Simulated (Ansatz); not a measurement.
Basis-set extrapolation for H$_{2}$S$_{2}$Si, SMILES `S[Si]S` (PBE0-D4/def2-TZVP geometry, frozen core, Ansatz). Multiplicity 1, RHF reference.

|  | def2-TZVPP | def2-QZVPP |
| --- | --- | --- |
| HF | -1085.224730 | -1085.255623 |
| MP2 correlation | -0.456110 | -0.496406 |
| CCSD(T) correlation | -0.526805 | -0.564874 |

Energies in hartree. Use E(X) = E(∞) + A·exp(−7.88·√X) for Hartree–Fock and E(X) = E(∞) + B·X^(−2.97) for correlation, with X = 3 and 4.

Question: What is the CCSD(T) energy at the basis-set limit?

Answer: HF limit: -1085.255623 + (-0.030893) × 0.13774 = -1085.25988. Correlation limit: -0.564874 + (-0.038069) × 0.74074 = -0.59307. Total: -1085.85295 hartree, 266.3 kJ/mol below CCSD(T)/def2-TZVPP.
